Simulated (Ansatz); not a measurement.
Species: C$_{3}$H$_{5}$, charge 0, multiplicity 2. It need not be the lowest isomer of its formula. SMILES: [CH]=CC
Structure (B3LYP-D3(BJ)/def2-TZVP (Ansatz, a first-principles code) minimum search):
```
C
C 1 1.3043
H 2 1.0780 1 138.15
H 1 1.0957 2 118.15 3 0.00
C 1 1.5031 4 115.65 2 -180.00
H 5 1.0889 1 111.21 4 -180.00
H 5 1.0931 6 108.64 1 121.90
H 5 1.0931 6 108.64 7 116.19
```
Charge 0, spin multiplicity 2.

Question: Give the harmonic wavenumbers at B3LYP-D3(BJ)/def2-TZVP (Ansatz, finite differences of forces, unscaled).

Answer: 195, 410, 611, 792, 812, 934, 1065, 1111, 1274, 1406, 1484, 1484, 1687, 3013, 3028, 3073, 3120, 3247 cm⁻¹. Zero-point energy 41.1 kcal/mol.

Question: From these and the geometry, give the ideal-gas thermochemistry at 298.15 K and 1 atm (rigid rotor, harmonic oscillator).

Answer: Point group Cs, rotational symmetry number 1. Rotational constants 58.13, 9.549, 8.639 GHz. S(trans) 37.07, S(rot) 21.73, S(vib) 4.28, S(elec, spin only) 1.38, S 64.5 cal/(mol K). H(298) - H(0) 3.19 kcal/mol; G - E(el) 25.1 kcal/mol.
